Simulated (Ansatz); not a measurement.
Input file:

```yaml
crystal:
  periodic: [false, false, false]
  atoms:
    - {symbol: O, position_ang: [0.000000, 0.000000, -1.382200]}
    - {symbol: O, position_ang: [0.000000, 0.000000, -0.079800]}
    - {symbol: Si, position_ang: [0.000000, 0.000000, 1.462000]}
basis:
  gaussian: {orbitals: cc-pVDZ}
magnetization: {spin_polarized: true, initial_magnetization: 0}
correlation: {method: ccsdt_q, electrons: outside_noble_gas}
```

```sh
$ ansatz run in.yaml --threads 1 --pin off --events-out ev --progress --plain --max-ram 2393MiB
```

(1) Roughly how long does this take on 1 thread of Arm Neoverse V1, shared host, and how much host memory?

```
785 factors; integrals over basis functions are off by at most 1.3e-7 eV
mean field evaluation 1: about -11927.3026 eV, gradient 2.6e1 eV
mean field evaluation 2: about -11927.3780 eV, gradient 2.6e1 eV
mean field evaluation 4: about -11931.1223 eV, gradient 3.8e0 eV
mean field evaluation 8: about -11931.2861 eV, gradient 3.4e-1 eV
mean field evaluation 16: about -11931.2694 eV, gradient 1.0e0 eV
mean field evaluation 32: about -11931.2878 eV, gradient 1.1e-5 eV
mean field evaluation 64: about -11931.1010 eV, gradient 1.4e-4 eV
mean field evaluation 96: about -11931.5596 eV, gradient 8.2e-5 eV
mean field evaluation 128: about -11931.2156 eV, gradient 1.9e0 eV
mean field evaluation 160: about -11931.5596 eV, gradient 2.8e-6 eV
...
mean field -11931.55956360 eV, -438.4767264608 hartree, gradient 2.8e-6 eV, S^2 0.894458; 16 other end points of the search recorded, 0 dependent functions left out
determinant -11931.55956360 eV, -438.4767264608 hartree, with singles and doubles -11943.83109712 eV, -438.9276969995 hartree
determinant -11931.28779869 eV, -438.4667392845 hartree, with singles and doubles -11944.15658019 eV, -438.9396582818 hartree
determinant -11931.28708892 eV, -438.4667132008 hartree, with singles and doubles -11944.16764952 eV, -438.9400650723 hartree
determinant -11931.28477644 eV, -438.4666282191 hartree, with singles and doubles -11944.12551813 eV, -438.9385167721 hartree
determinant -11931.10103687 eV, -438.4598759142 hartree, with singles and doubles -11942.30528276 eV, -438.8716243562 hartree
determinant -11928.81528011 eV, -438.3758759025 hartree, with singles and doubles -11941.61547260 eV, -438.8462743004 hartree
determinant -11931.55956360 eV, -438.4767264608 hartree, with singles and doubles -11943.98926662 eV, -438.9335096215 hartree
determinant -11931.28779869 eV, -438.4667392845 hartree, with singles and doubles -11944.17158701 eV, -438.9402097724 hartree
determinant -11931.28708892 eV, -438.4667132008 hartree, with singles and doubles -11944.17623381 eV, -438.9403805389 hartree
determinant -11931.28477644 eV, -438.4666282191 hartree, with singles and doubles -11944.16010173 eV, -438.9397876959 hartree
7 core orbitals not correlated: weight in the atoms' cores, before any rotation towards them, 1.000 or more for the frozen orbitals, at most 0.000 for the correlated occupied ones
reference -11931.28708800 eV, -438.4667131670 hartree; 8, 8 occupied and 31, 31 virtual orbitals, 785 factors
second order -12.58957544 eV of doubles, -0.00000000 eV of singles
...
cycle  11  -13.61686063 eV  change   -1.8e-3 eV  update   5.4e-4
cycle  12  -13.61598253 eV  change    8.8e-4 eV  update   2.4e-4
cycle  13  -13.61609597 eV  change   -1.1e-4 eV  update   1.6e-4
cycle  14  -13.61610223 eV  change   -6.3e-6 eV  update   5.0e-5
cycle  15  -13.61612845 eV  change   -2.6e-5 eV  update   3.3e-5
cycle  16  -13.61611927 eV  change    9.2e-6 eV  update   1.4e-5
cycle  17  -13.61610757 eV  change    1.2e-5 eV  update   1.1e-5
cycle  18  -13.61610413 eV  change    3.4e-6 eV  update   7.8e-6
cycle  19  -13.61610237 eV  change    1.8e-6 eV  update   2.6e-6
cycle  20  -13.61610258 eV  change   -2.1e-7 eV  update   1.7e-6
perturbative correction -0.22251692 eV, -0.0081773459 hartree
Total energy: -11945.12570750 eV, -438.9752730535 hartree
```

The determinant lies 0.27 eV above the lowest one of its kind in the log. The T1 diagnostic is 0.065.

## Answers

(1) 67 s wall and 0.63 GiB.
